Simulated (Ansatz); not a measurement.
The input, for Ansatz 0.2.0:

```yaml
crystal:
  periodic: [false, false, false]
  atoms:
    - {symbol: Ti, position_ang: [0.000000, 0.000000, 0.000000]}
    - {symbol: O, position_ang: [0.000000, 0.000000, 1.747000]}
basis:
  gaussian: {orbitals: def2-TZVPP}
magnetization: {spin_polarized: false, initial_magnetization: 2}
correlation: {method: ccsdt_q, electrons: outside_noble_gas}
```

```sh
$ ansatz run in.yaml --threads 2 --pin off --events-out ev --progress --plain --max-ram 24576MiB --backend cuda --devices 0, --max-vram 18GiB
```

Log:

```
1174 factors; integrals over basis functions are off by at most 2.4e-7 eV
mean field evaluation 1: about -25113.2862 eV, gradient 6.4e1 eV
mean field evaluation 2: about -25113.2920 eV, gradient 6.4e1 eV
mean field evaluation 4: about -25123.1587 eV, gradient 1.4e1 eV
mean field evaluation 8: about -25123.8003 eV, gradient 3.1e-1 eV
mean field evaluation 16: about -25123.8061 eV, gradient 1.7e-6 eV
mean field evaluation 32: about -25078.1446 eV, gradient 6.0e1 eV
mean field evaluation 64: about -25113.8860 eV, gradient 4.9e1 eV
mean field evaluation 96: about -25120.0004 eV, gradient 4.0e0 eV
mean field evaluation 128: about -25122.1674 eV, gradient 1.1e-1 eV
mean field evaluation 160: about -25118.7725 eV, gradient 6.2e0 eV
...
mean field -25123.80609705 eV, -923.2828445391 hartree, gradient 1.6e-6 eV, S^2 2.000000; 23 other end points of the search recorded, 0 dependent functions left out
...
determinant -25123.80609705 eV, -923.2828445391 hartree, with singles and doubles -25132.99195581 eV, -923.6204186221 hartree
determinant -25122.49457875 eV, -923.2346471306 hartree, with singles and doubles -25131.65517575 eV, -923.5712928613 hartree
determinant -25122.45730278 eV, -923.2332772639 hartree, with singles and doubles -25131.67109565 eV, -923.5718779065 hartree
determinant -25122.44007604 eV, -923.2326441930 hartree, with singles and doubles -25131.45030331 eV, -923.5637639379 hartree
determinant -25122.37233944 eV, -923.2301549188 hartree, with singles and doubles -25131.43936443 eV, -923.5633619416 hartree
determinant -25122.16669226 eV, -923.2225975243 hartree, with singles and doubles -25130.13337996 eV, -923.5153678972 hartree
determinant -25122.16546897 eV, -923.2225525693 hartree, with singles and doubles -25130.13363811 eV, -923.5153773841 hartree
determinant -25121.91095492 eV, -923.2131993506 hartree, with singles and doubles -25130.98662622 eV, -923.5467241191 hartree
determinant -25121.68555565 eV, -923.2049160800 hartree, with singles and doubles -25129.64953529 eV, -923.4975869336 hartree
determinant -25121.66033391 eV, -923.2039891982 hartree, with singles and doubles -25129.14361729 eV, -923.4789947901 hartree
determinant -25121.65636661 eV, -923.2038434026 hartree, with singles and doubles -25129.13617521 eV, -923.4787212985 hartree
determinant -25121.55821610 eV, -923.2002364381 hartree, with singles and doubles -25130.79996114 eV, -923.5398643040 hartree
determinant -25121.37484140 eV, -923.1934975419 hartree, with singles and doubles -25129.34861568 eV, -923.4865283420 hartree
determinant -25121.33599091 eV, -923.1920698130 hartree, with singles and doubles -25128.85301474 eV, -923.4683153432 hartree
determinant -25121.20179575 eV, -923.1871382318 hartree, with singles and doubles -25129.22699994 eV, -923.4820590459 hartree
determinant -25122.93251308 eV, -923.2507409203 hartree, with singles and doubles -25133.00922232 eV, -923.6210531546 hartree
determinant -25122.93251308 eV, -923.2507409203 hartree, with singles and doubles -25133.02108436 eV, -923.6214890767 hartree
determinant -25123.80609705 eV, -923.2828445391 hartree, with singles and doubles -25132.98978001 eV, -923.6203386631 hartree
unrestricted determinant -25124.28974224 eV, -923.3006181722 hartree, S^2 2.7443
10 core orbitals not correlated: weight in the atoms' cores, before any rotation towards them, 0.990 or more for the frozen orbitals, at most 0.008 for the correlated occupied ones
reference -25123.80609705 eV, -923.2828445391 hartree; 6, 4 occupied and 79, 81 virtual orbitals, 1174 factors
second order -9.82139993 eV of doubles, -0.01358001 eV of singles
...
cycle  19  -10.06829906 eV  change   -3.4e-5 eV  update   4.4e-5
cycle  20  -10.06835927 eV  change   -6.0e-5 eV  update   2.5e-5
cycle  21  -10.06833732 eV  change    2.2e-5 eV  update   1.7e-5
cycle  22  -10.06834210 eV  change   -4.8e-6 eV  update   1.1e-5
cycle  23  -10.06834032 eV  change    1.8e-6 eV  update   7.3e-6
cycle  24  -10.06833371 eV  change    6.6e-6 eV  update   4.9e-6
cycle  25  -10.06832416 eV  change    9.6e-6 eV  update   3.5e-6
cycle  26  -10.06832275 eV  change    1.4e-6 eV  update   2.5e-6
cycle  27  -10.06832424 eV  change   -1.5e-6 eV  update   1.5e-6
cycle  28  -10.06832359 eV  change    6.4e-7 eV  update   1.0e-6
perturbative correction 0.08024506 eV, 0.0029489514 hartree
WARN: the results are in doubt because among natural orbitals full CI differs from the method by -0.092 eV
Total energy: -25133.79417558 eV, -923.6498996552 hartree
In doubt: among natural orbitals full CI differs from the method by -0.092 eV
```

The T1 diagnostic is 0.065.

Ran on 2 threads of AMD EPYC 7R13 with a shared H100 80 GB, shared host: 33 s wall, 1.1 GiB peak host memory.
